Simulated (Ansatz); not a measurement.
The first iterations of a band of AlH₅O (7 atoms, charge 0, multiplicity 1).

Theory: RKS revPBE-D4/def2-SVP (Ansatz).

```
movable images  : 5
climbing image  : yes
spring          : 5.0 eV/Å²
optimiser       : quadratic models (default)
start path      : through a guess of the saddle point
force threshold : 0.05 eV/Å
iteration limit : 60
end points      : relaxed
```

Image 0:

```xyz
7
Properties=species:S:1:pos:R:3
Al 0.046 0.054 0.091
H -0.065 0.641 1.594
H 1.419 0.269 -0.716
H -1.326 -0.096 -0.754
O 0.135 -1.941 0.664
H -0.648 -2.426 0.338
H 0.110 -2.025 1.638
```

Image 6:

```xyz
7
Properties=species:S:1:pos:R:3
Al 0.040 -0.543 -0.336
H -0.028 0.237 2.083
H 1.430 0.210 -0.520
H -1.393 0.139 -0.553
O 0.161 -2.240 0.001
H -0.625 -2.805 0.081
H 0.086 -0.523 2.098
```

| iteration | highest image above the first end (eV) | largest band force component (eV/Å) |
| --- | --- | --- |
| 1 | 1.610 | 3.877 |
| 2 | 0.705 | 2.196 |

Task: Does the band converge within its limit, and where does its top end?

Result: The run converged. It ended after 7 iterations with the highest image 0.506 eV above the first end. A vibrational analysis at the climbing image gives one clearly imaginary mode, 1052i cm⁻¹: a first-order saddle point. The orbitals stay closed-shell, which can raise the energy where a bond breaks towards radicals; this wasn't checked here.

Run time: 22 s on 1 thread of AMD EPYC 9R45 96-Core Processor (Zen 5), on a shared host, peak memory 0.12 GiB.
